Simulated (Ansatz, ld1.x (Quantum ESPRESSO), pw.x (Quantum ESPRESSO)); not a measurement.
**From atom to crystal: TM potential for V**

```json
{
  "Element": "V (Z = 23)",
  "Generator": "ld1.x (Quantum ESPRESSO) 7.5",
  "Type": "norm-conserving Troullier–Martins (Kleinman–Bylander form)",
  "Functional": "PBE",
  "Relativity": "scalar-relativistic",
  "Frozen core": "[Ar]",
  "Valence charge": "5",
  "Reference configuration": "3d3 4s2 4p0",
  "Partial waves": "4s (bound): rc 1.95 bohr; 4p (bound, empty): rc 2.85 bohr; 3d (bound): rc 1.36 bohr",
  "Local potential": "all-electron potential smoothed inside 1.95 bohr (lloc = -2)",
  "Core correction": "a·sin(br)/r model core inside 1.20 bohr"
}
```

Atomic tests: cutoffs needed: 100 Ry and 120 Ry (the cutoffs (Ry, on a coarse ladder) from which the occupation-weighted sum of valence levels, in a spherical-Bessel basis at the reference potential, stays within 10 and 1 mRy of its value at 400 Ry); ghost test: no extra level below or beside the all-electron valence levels (s, p, d, f tested) (spherical-Bessel basis up to 400 Ry, 20 bohr box); configuration tests: 1 of 7 tests not solved or not reliable.

Crystal test: bcc V in pw.x 7.5, no spin, 15³ k-points, Fermi–Dirac smearing 0.01 Ry, cutoffs 145/580 Ry. The lattice is a test structure that the element need not adopt, and mesh and smearing are coarse.

pw.x input:

```
&control
  calculation='scf', prefix='x', pseudo_dir='./', outdir='./tmp', tstress=.true., disk_io='low'
/
&system
  ibrav=0, nat=1, ntyp=1, ecutwfc=145, ecutrho=580, nbnd=9,
  occupations='smearing', smearing='fd', degauss=0.01
/
&electrons
  conv_thr=1e-09, mixing_beta=0.4, electron_maxstep=70
/
ATOMIC_SPECIES
V 1.0 V.UPF
CELL_PARAMETERS angstrom
  -1.49736575 1.49736575 1.49736575
  1.49736575 -1.49736575 1.49736575
  1.49736575 1.49736575 -1.49736575
ATOMIC_POSITIONS crystal
V 0.0000 0.0000 0.0000
K_POINTS automatic
15 15 15 0 0 0
```

```bash
pw.x < V.scf.in > V.scf.out
```

**Question.** How does the run end?

**Answer.** It converges; the pressure is -1.83 GPa against 0.92 GPa from all-electron LAPW. The largest radius (2.85 bohr) exceeds half the bond length (2.45 bohr), so the spheres overlap, which is one possible source of error among others. This is a poor potential for the solid. Atomic configuration tests: 1 of 7 tests not solved or not reliable. The log shows:

```
     lattice parameter (alat)  =       4.9010  a.u.
     unit-cell volume          =      90.6234 (a.u.)^3
     number of electrons       =         5.00
     number of Kohn-Sham states=            9
     kinetic-energy cutoff     =     145.0000  Ry
     charge density cutoff     =     580.0000  Ry
     scf convergence threshold =      1.0E-09
     Exchange-correlation= PBE
     number of k points=   120  Fermi-Dirac smearing, width (Ry)=  0.0100
     iteration #  1     ecut=   145.00 Ry     beta= 0.40
     total energy              =     -22.23865973 Ry
     estimated scf accuracy    <       0.07938221 Ry
     iteration #  2     ecut=   145.00 Ry     beta= 0.40
     total energy              =     -22.25411556 Ry
     estimated scf accuracy    <       0.00059008 Ry
     iteration #  3     ecut=   145.00 Ry     beta= 0.40
     total energy              =     -22.25433996 Ry
     estimated scf accuracy    <       0.00022580 Ry
     iteration #  4     ecut=   145.00 Ry     beta= 0.40
     total energy              =     -22.25434232 Ry
     estimated scf accuracy    <       0.00002992 Ry
     iteration #  5     ecut=   145.00 Ry     beta= 0.40
     total energy              =     -22.25434798 Ry
     estimated scf accuracy    <          5.1E-09 Ry
     iteration #  6     ecut=   145.00 Ry     beta= 0.40
     total energy              =     -22.25434804 Ry
     estimated scf accuracy    <          4.7E-09 Ry
     iteration #  7     ecut=   145.00 Ry     beta= 0.40
     the Fermi energy is    10.7300 ev
!    total energy              =     -22.25434804 Ry
     estimated scf accuracy    <          3.4E-10 Ry
     smearing contrib. (-TS)   =      -0.00736506 Ry
     The total energy is F=E-TS. E is the sum of the following terms:
     one-electron contribution =       7.96191944 Ry
     hartree contribution      =       0.82683814 Ry
     xc contribution           =     -14.95917906 Ry
     ewald contribution        =     -16.07656151 Ry
     convergence has been achieved in   7 iterations
          total   stress  (Ry/bohr**3)                   (kbar)     P=      -18.30
```
